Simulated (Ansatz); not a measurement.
# Si₂H₄Cl+: one structure at several levels

The atoms stand at a structure displaced at random from a GFN2-xTB minimum. How far do the functionals agree with CCSD(T) there?

Method: single points in def2-TZVPP; program: Ansatz 0.2.0, Gaussian basis.

Cores are frozen in the correlated methods.

### Step 1. The starting structure

SMILES `[SiH2+][SiH2]Cl`, 7 atoms, charge 1, spin multiplicity 1.

Atoms are counted from 1 here; the program's logs count them from 0.

Bond lengths: Si1–Si2 2.440 Å, Si1–H4 1.588 Å, Si1–H5 1.380 Å, Si2–Cl3 1.841 Å, Si2–H6 1.382 Å, Si2–H7 1.582 Å. Angles: Si2–Si1–H4 130.9°, Si2–Si1–H5 137.2°, H4–Si1–H5 91.3°, Si1–Si2–Cl3 113.0°, Si1–Si2–H6 110.2°, Si1–Si2–H7 91.1°, Cl3–Si2–H6 117.0°, Cl3–Si2–H7 110.8°, H6–Si2–H7 111.9°.

As a file:

```xyz
7
ClH4Si2
Si   -1.07770    0.30340   -0.70900
Si    0.86830   -0.10330    0.70520
Cl    1.06350   -1.87430    1.16960
H    -2.33010   -0.61420   -1.04380
H    -1.65050    1.37790   -1.35900
H     0.91680    0.82300    1.73030
H     1.84570    0.27720   -0.47960
```

### Step 2. CCSD(T)/def2-TZVPP

run/in.yaml reads:

```yaml
crystal:
  periodic: [false, false, false]
  atoms:
    - {symbol: Si, position_ang: [-1.077700, 0.303400, -0.709000]}
    - {symbol: Si, position_ang: [0.868300, -0.103300, 0.705200]}
    - {symbol: Cl, position_ang: [1.063500, -1.874300, 1.169600]}
    - {symbol: H, position_ang: [-2.330100, -0.614200, -1.043800]}
    - {symbol: H, position_ang: [-1.650500, 1.377900, -1.359000]}
    - {symbol: H, position_ang: [0.916800, 0.823000, 1.730300]}
    - {symbol: H, position_ang: [1.845700, 0.277200, -0.479600]}
basis:
  gaussian: {orbitals: def2-TZVPP}
total_charge: 1
correlation: {method: ccsd_t}
output: {forces: true}
```

No record of the launch command was kept for these runs.

### Step 3. PBE0-D4/def2-TZVPP

Changes to run/in.yaml since step 2:

```diff
@@ -13,3 +13,3 @@
 total_charge: 1
-correlation: {method: ccsd_t}
-output: {forces: true}
+hamiltonian: {xc: pbe0, dispersion: d4}
+output: {forces: true, orbitals: {seedname: orbitals}}
```

### Step 4. wB97M-V/def2-TZVPP

Changes to run/in.yaml since step 3:

```diff
@@ -13,3 +13,3 @@
 total_charge: 1
-hamiltonian: {xc: pbe0, dispersion: d4}
-output: {forces: true, orbitals: {seedname: orbitals}}
+hamiltonian: {xc: {name: wB97M-V}}
+output: {forces: true}
```

### Step 5. r2SCAN-D4/def2-TZVPP

Changes to run/in.yaml since step 4:

```diff
@@ -13,3 +13,3 @@
 total_charge: 1
-hamiltonian: {xc: {name: wB97M-V}}
+hamiltonian: {xc: r2scan, dispersion: d4}
 output: {forces: true}
```

### Step 6. PBE-D4/def2-TZVPP

Changes to run/in.yaml since step 5:

```diff
@@ -13,3 +13,3 @@
 total_charge: 1
-hamiltonian: {xc: r2scan, dispersion: d4}
+hamiltonian: {xc: pbe, dispersion: d4}
 output: {forces: true}
```

### Step 7. BLYP-D4/def2-TZVPP

Changes to run/in.yaml since step 6:

```diff
@@ -13,3 +13,3 @@
 total_charge: 1
-hamiltonian: {xc: pbe, dispersion: d4}
+hamiltonian: {xc: {name: BLYP}, dispersion: d4}
 output: {forces: true}
```

### Step 8. B97M-V/def2-TZVPP

Changes to run/in.yaml since step 7:

```diff
@@ -13,3 +13,3 @@
 total_charge: 1
-hamiltonian: {xc: {name: BLYP}, dispersion: d4}
+hamiltonian: {xc: {name: B97M-V}}
 output: {forces: true}
```

(Steps that only read results are left out.)

What does the calculation give? Wanted: energy less free atoms, CCSD(T)/def2-TZVPP; RMS force component; RMS force error; HOMO and LUMO, PBE0-D4; T1 diagnostic.

**Answer**, as computed:

```
                                  quantity                                                                                          value
energy less free atoms, CCSD(T)/def2-TZVPP                                                                                  -997.8 kJ/mol
                       RMS force component                                                           1.933 to 2.109 eV/Å over the methods
                           RMS force error  PBE0-D4 0.139, wB97M-V 0.072, r2SCAN-D4 0.144, PBE-D4 0.229, BLYP-D4 0.138, B97M-V 0.206 eV/Å
                    HOMO and LUMO, PBE0-D4                                                                            -13.79 and -9.27 eV
                             T1 diagnostic                                                                                          0.012
```

**Reading.** Against CCSD(T) the functionals' energies less atoms differ by -81.5 to -30.8 kJ/mol, PBE-D4 by -37.0 kJ/mol. A larger basis would deepen the CCSD(T) value, while the functionals are nearly converged already, so the order here is not reliable. On forces the order runs from wB97M-V to PBE-D4.
